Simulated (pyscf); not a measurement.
Structures and frequencies: ωB97X-D3(BJ)/def2-SVP in PySCF.

PBE/def2-TZVP puts the barrier of H₂N–Mo(=S)(SH)(Cl)–Cl → S=Mo(=S)(Cl)–Cl + ammonia (NH₃) (elimination; singlet surface; H–S, Mo–N broken, H–N formed) at 17.9 kcal/mol and the reaction energy at -10.0 kcal/mol, from the reactant's lowest minimum found. What do r²SCAN/def2-TZVP, B3LYP-D3(BJ)/def2-TZVP, ωB97M-D3(BJ)/def2-TZVP give on the same structures?

r²SCAN: ΔE‡ = 19.8 kcal/mol, ΔE = -8.6 kcal/mol; B3LYP-D3(BJ): ΔE‡ = 22.3 kcal/mol, ΔE = -9.1 kcal/mol; ωB97M-D3(BJ): ΔE‡ = 24.0 kcal/mol, ΔE = -9.5 kcal/mol. PBE's barrier lies under all of them, by 1.9 to 6.1 kcal/mol. Its reaction energy lies under all of them, by 0.5 to 1.4 kcal/mol. On the reactant side the descent ends in a point that may be a rotor saddle (no frequency run), 4.6 kcal/mol over the lowest minimum found and 20.1 kcal/mol under the saddle at ωB97X-D3(BJ)/def2-TZVP. On the product side the descent ends in an adduct with a Mo–N contact, 18.5 kcal/mol under the separated species and 49.2 kcal/mol under the saddle at ωB97X-D3(BJ)/def2-TZVP. What is counted as broken (Mo–N) persists as a longer contact in the product adduct; parting that adduct is a step of its own. One saddle was located; it need not be the lowest between these sides. Elements past Kr carry the def2 core potentials, without spin-orbit coupling.
